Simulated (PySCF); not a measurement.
C6H4.
SMILES with atom numbers: `[CH:1]#[C:2]/[CH:3]=[CH:4]\[C:5]#[CH:6]` (hydrogens: H7 on C1; H8 on C3; H9 on C4; H10 on C6)

Structure optimised with GFN2-xTB, isolated species.

Problem. List the bond lengths, angles and torsions at this level.

Solution. 
```
         bond  length (bohr)
 C1≡C2, C5≡C6          2.271
 C2–C3, C4–C5          2.657
        C3=C4          2.536
C1–H7, C6–H10          1.982
 C3–H8, C4–H9          2.046
```

Bonds in one row agree within 0.02 bohr and their mean is given. A selection of angles:
```
   angle  degrees
C2–C1–H7    179.5
C1–C2–C3    178.7
C2–C3–C4    123.7
C2–C3–H8    115.9
C4–C3–H8    120.4
```

Dihedral angles: C2–C3–C4–C5 0° (synperiplanar).

The C–C distances run from 1.202 Å (C1≡C2, drawn triple) to 1.406 Å (C4–C5, drawn single), a spread of 0.204 Å. The 6 heavy atoms lie in one plane (0.001 Å rms).

Point group: C2v (tolerance 0.08 Å). Whether it is a minimum is left open (no frequencies).

The numbers are calculated, not measured.
